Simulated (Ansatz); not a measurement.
Born–Oppenheimer molecular dynamics of C₂H₅F₂NO (11 atoms, charge 0, multiplicity 1). It starts from a relaxed structure.

Computed with Ansatz 0.2.0, RKS PBE0/STO-3G.

| Item | Value |
| --- | --- |
| ensemble | NVT, Langevin thermostat |
| time step | 0.5 fs |
| steps asked | 600 |
| set temperature | 300 K |
| friction | 0.05 /fs |
| temperature schedule | 150 steps to 300 K, then 450 steps to 10 K |
| seed | 133260 |

First frame:

```xyz
11
Properties=species:S:1:pos:R:3
N 0.222 -1.276 -0.364
C 0.687 0.000 0.274
C -0.563 1.030 0.143
O -1.709 0.317 -0.288
F -0.237 2.060 -0.754
F -0.797 1.650 1.378
H 0.721 -1.403 -1.277
H 0.511 -2.090 0.229
H 0.899 -0.164 1.342
H 1.580 0.426 -0.214
H -1.250 -0.608 -0.448
```

Q: How far do the bonds stretch over the last three quarters of this one trajectory? (Pairs bonded in most of those frames.)

A: 
```csv
bond,mean (Å),spread (Å),shortest,longest
N1–C2,1.502,0.013,1.47,1.54
N1–H7,1.051,0.023,1.00,1.12
N1–H8,1.049,0.016,1.00,1.09
C2–C3,1.634,0.028,1.57,1.70
C2–H9,1.103,0.023,1.05,1.16
C2–H10,1.104,0.011,1.07,1.14
C3–O4,1.419,0.021,1.38,1.47
C3–F5,1.409,0.023,1.36,1.47
C3–F6,1.402,0.018,1.37,1.45
O4–H11,1.046,0.024,0.98,1.11
```

Mean temperature of the second half: 138 K. The schedule's set-point averaged 107 K over the second half and the system 138 K, so it lags behind the ramp. A run of 0.3 ps of so small a system gives no equilibrium averages. Limits of this set-up: minimal basis.

The run took 9.4 min on 1 thread of Intel(R) Xeon(R) 6975P-C (Granite Rapids), with other jobs on the host, peak memory 0.1 GiB.
